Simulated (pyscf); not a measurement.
Optimised with ωB97X-D3(BJ)/def2-SVP in PySCF. MP2 and CC: frozen core, UHF for open shells. ΔMP2 is the change of the MP2 total energy from the triple- to the quadruple-zeta basis.

**Question.** How much does it cost (ΔH, 298 K, CCSD(T)/def2-TZVPP + ΔMP2(QZVPP)) to split S=SiH–SH at its S–Si bond into [HSi=S]• + SH•?

**Answer.** S–Si to [HSi=S]• + SH•: 85.4 kcal/mol. The radicals are drawn with the spin at the cut bond; how far it spreads was not checked. The CCSD(T) − MP2 part came from Ansatz, without density fitting, on the same reference. Left out: the spin-orbit lowering of SH.
